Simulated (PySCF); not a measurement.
1,3-butanediamine, C₄H₁₂N₂.
SMILES: `C[C@H](N)CCN`

Computed, not measured: TDDFT B3LYP/def2-SVPD, vertical, gas phase, core orbitals frozen in the response (PySCF 2.14.0, density-fitted response routines). One conformer (not necessarily the lowest) at the GFN2-xTB geometry, without solvent, vibrations or thermal averaging. Torsions of this conformer, `[CH3:1][C@H:2]([NH2:3])[CH2:4][CH2:5][NH2:6]`: C1–C2–C4–C5 -70°, C2–C4–C5–N6 -179°, H–N3–C2–C1 -62°, H–N3–C2–C1 57°, H–N6–C5–C4 180°, H–N6–C5–C4 61°.

Problem. Predict the UV-vis stick spectrum at this level.

Solution. 

```
state  E (eV)  ν̃ (cm⁻¹)       f  main configurations (H = HOMO, L = LUMO)
   S1    6.06      48850  0.0042     H-1→L+1 (43%), H→L (29%), H-1→L (25%)
   S2    6.07      48930   0.041       H→L (48%), H-1→L (27%), H→L+1 (20%)
   S3    6.55      52860  0.0037                H-1→L (45%), H-1→L+1 (40%)
   S4    6.60      53230  0.0026     H→L+1 (65%), H→L (16%), H-1→L+1 (10%)
   S5    6.88      55500  0.0045                   H→L+2 (79%), H→L+3 (8%)
   S6    6.93      55920   0.025                             H-1→L+2 (80%)
   S7    7.17      57790   0.014                               H→L+3 (82%)
   S8    7.18      57930   0.024                             H-1→L+3 (76%)
```

Triplets (Tamm–Dancoff): T1 5.79 eV, H-1→L+1 (52%), H-1→L (32%); T2 5.82 eV, H→L (60%), H→L+1 (22%), H-1→L (8%); T3 6.50 eV, H-1→L (54%), H-1→L+1 (28%).

The lowest singlet lies at 6.06 eV (205 nm, ultraviolet) and is very weak; its leading configuration is HOMO-1→LUMO+1 (43%). The most intense listed level is S2 at 6.07 eV (204 nm, f = 0.041), 0.01 eV above S1. S1/S2 lie within about 0.01 eV of each other. Löwdin shares by element: HOMO (one of a set within 0.03 eV) nitrogen 63%, carbon 16% or more (atoms not listed hold the other 20%); LUMO carbon 25% or more, hydrogen 15% or more (atoms not listed hold the other 60%). The listed states span 1.13 eV, and the widest gap between neighbours is 0.49 eV (S2 to S3). The oscillator strengths of these states sum to 0.119; summed over the whole spectrum of an exact calculation they would give the number of electrons, 50 (Thomas–Reiche–Kuhn). Weighted by f, the mean energy of these states is 6.66 eV. No computed singlet lies in the visible range (380 to 750 nm); the lowest, at 205 nm, stands 2.79 eV above its violet end (3.26 eV). The window holds the lowest 8 singlets.
